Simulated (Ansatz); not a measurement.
Basis-set extrapolation for C5H8O, SMILES `C=C(C)C(C)=O` (PBE0-D4/def2-TZVP geometry, frozen core, Ansatz). Multiplicity 1, RHF reference.

```json
{"": "HF", "def2-TZVPP": "-268.951176", "def2-QZVPP": "-268.963350"}
{"": "MP2 correlation", "def2-TZVPP": "-1.055466", "def2-QZVPP": "-1.126144"}
{"": "CCSD(T) correlation", "def2-TZVPP": "-1.145874", "def2-QZVPP": "not run"}
```

Energies in hartree. Use E(X) = E(∞) + A·exp(−7.88·√X) for Hartree–Fock and E(X) = E(∞) + B·X^(−2.97) for correlation, with X = 3 and 4, and add CCSD(T) minus MP2 of the smaller set to the MP2 limit.

What is the CCSD(T) energy at the basis-set limit?

HF limit: -268.963350 + (-0.012174) × 0.13774 = -268.96503. MP2 limit: -1.126144 + (-0.070678) × 0.74074 = -1.17850. Higher-order term: -1.145874 − (-1.055466) = -0.09041. Total: -270.23394 hartree, 359.4 kJ/mol below CCSD(T)/def2-TZVPP.
